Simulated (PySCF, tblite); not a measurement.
## Complex of hydrogen fluoride and acetonitrile

A gas-phase complex of hydrogen fluoride and acetonitrile; neutral, singlet. The structure comes from a short search (6 tight-binding starts) and was relaxed by PBE0-D3(BJ)/def2-TZVPD; another way of binding may lie lower. No frequency run checks that it is a minimum.

```
part               name  SMILES  atoms  charge  multiplicity
   1  hydrogen fluoride       F    1–2       0             1
   2       acetonitrile    CC#N    3–8       0             1
```

```xyz
8

F     0.512   -1.754   -0.614
H     0.051   -1.104   -0.114
C    -2.469    1.791    1.902
C    -1.577    0.843    1.271
N    -0.873    0.091    0.769
H    -3.244    2.093    1.197
H    -1.912    2.673    2.219
H    -2.939    1.334    2.774
```
Atoms count from 1 in this order.

Contacts between parts, classed by geometry: H2···N5 1.750 Å (hydrogen bond, 177°).

Interaction energies are complex less parts, with the parts frozen as they stand in it; counterpoise-corrected, in kcal/mol (PySCF). The CCSD(T) estimate is Hartree-Fock/aug-cc-pVQZ, plus the MP2 correlation part extrapolated as X⁻³ from aug-cc-pVTZ and aug-cc-pVQZ, plus CCSD(T) less MP2 in aug-cc-pVDZ; noble-gas cores are frozen. It isn't the exact limit.

(1) How strongly do the parts interact, level by level?

(2) What holds them together? Decompose the wB97M-D3(BJ)/def2-TZVPD energy: frozen parts, their antisymmetrised product, then relaxation.

The parts were also relaxed and run alone, at the levels used for the complex: shieldings by PBE0/pcSseg-2; core levels by delta-SCF with SCAN, pcX-2 on the ionised atom and pcseg-1 elsewhere, spin-free X2C.

Values alone: F1–H2 bond (Å): 0.921; shielding of H2 (ppm): 29.16; shielding of N5 (ppm): -34.6; shielding of F1 (ppm): 410.5; F1 1s core level (eV): 694.11; C4 1s core level (eV): 292.62; N5 1s core level (eV): 405.32.

(3) What does binding change?

Results:

(1) 
```csv
level,interaction,superposition error removed
Hartree-Fock/aug-cc-pVQZ,-7.61,-
wB97M-D3(BJ)/def2-TZVPD,-9.28,-0.08
PBE0-D3(BJ)/def2-TZVPD,-10.16,-0.08
MP2/aug-cc-pVQZ,-9.43,-0.45
"CCSD(T), estimated basis limit",-9.23,-
```

(2) electrostatic -14.1, Pauli repulsion +13.2, orbital relaxation -7.9, dispersion correction -0.7 kcal/mol, which sum to the value before the counterpoise correction; the Pauli term holds the exchange-correlation of the frozen density too. Of the attraction, 62 % is electrostatic, 35 % is orbital relaxation, 3 % is dispersion correction.

(3) 
| property | alone | in the complex | change |
| --- | --- | --- | --- |
| F1–H2 bond (Å) | 0.921 | 0.941 | +0.020 |
| shielding of H2 (ppm) | 29.16 | 25.34 | -3.82 |
| shielding of N5 (ppm) | -34.6 | -8.7 | +26.0 |
| shielding of F1 (ppm) | 410.5 | 396.0 | -14.5 |
| F1 1s core level (eV) | 694.11 | 691.60 | -2.51 |
| C4 1s core level (eV) | 292.62 | 293.53 | +0.90 |
| N5 1s core level (eV) | 405.32 | 406.15 | +0.82 |

The core-hole states of C4, N5 are spin-contaminated (⟨S²⟩ 0.82, 0.81 against 0.75 for a pure doublet), so those values and differences from them are less sure.
